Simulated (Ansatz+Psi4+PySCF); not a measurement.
**doublet NS: levels of theory in one basis**

```yaml
atoms:
  - { symbol: N, position_ang: [0.0000, 0.0000, 0.0000] }
  - { symbol: S, position_ang: [-1.0647, 0.9901, 0.3258] }
```

Basis set: cc-pVTZ on N; cc-pV(T+d)Z on S (spherical functions). Frozen core: 6 orbitals. Correlation on ROHF uses semicanonical orbitals with singles. Charge 0, multiplicity 2.

Computed with Ansatz (development build ahead of 0.2.0) and Psi4 1.11; each method stands on the lowest determinant of its kind that the runs found.

```tsv
method	E − E(ROHF) (eV)	<S²> of the determinant
ROHF	0.00	0.75
UHF	-0.50	1.17
UHF-MP2	-8.89	1.17
```

Q: What does ROHF-MP2 give on the same scale?

A: -9.83 eV.

The restricted and unrestricted rows may stand on different electronic states: another unrestricted solution lies nearer the restricted one.

Caution for UHF, UHF-MP2: the unrestricted determinant is spin contaminated; the determinant may break the point group. Caution for UHF-MP2: another reference gives a lower total.
